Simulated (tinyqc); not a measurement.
UKS/B3LYP (VWN-RPA form) in the sto-3g basis, for H2O, spin multiplicity 3, step by step. One step of it, computed by the program tinyqc.

Task: Orthogonalisation. S = U s U^T; symmetric (Loewdin) form X = U s^(-1/2) U^T, so that X^T S X = 1.

overlap S:
```
           1O 1s     1O 2s    1O 2px     1O 2py    1O 2pz     2H 1s      3H 1s
1O 1s   1.000000  0.236704  0.000000   0.000000  0.000000  0.019896   0.017571
1O 2s   0.236704  1.000000  0.000000   0.000000  0.000000  0.243849   0.221332
1O 2px  0.000000  0.000000  1.000000   0.000000  0.000000  0.000000   0.000000
1O 2py  0.000000  0.000000  0.000000   1.000000  0.000000  0.197394  -0.181771
1O 2pz  0.000000  0.000000  0.000000   0.000000  1.000000  0.128025   0.117820
2H 1s   0.019896  0.243849  0.000000   0.197394  0.128025  1.000000   0.063032
3H 1s   0.017571  0.221332  0.000000  -0.181771  0.117820  0.063032   1.000000
```

Give: eigenvalues of S; X.

Result:

eigenvalues of S: 0.6008  0.7002  0.9012  1.0000  1.0922  1.2377  1.4678

X:
```
          1O 1s    1O 2s  1O 2px   1O 2py   1O 2pz    2H 1s    3H 1s
1O 1s    1.0227  -0.1282  0.0000  -0.0004  -0.0028   0.0132   0.0119
1O 2s   -0.1282   1.0671  0.0000   0.0036   0.0233  -0.1312  -0.1169
1O 2px   0.0000   0.0000  1.0000   0.0000   0.0000   0.0000   0.0000
1O 2py  -0.0004   0.0036  0.0000   1.0302   0.0017  -0.1094   0.0999
1O 2pz  -0.0028   0.0233  0.0000   0.0017   1.0120  -0.0674  -0.0609
2H 1s    0.0132  -0.1312  0.0000  -0.1094  -0.0674   1.0481  -0.0213
3H 1s    0.0119  -0.1169  0.0000   0.0999  -0.0609  -0.0213   1.0396
```
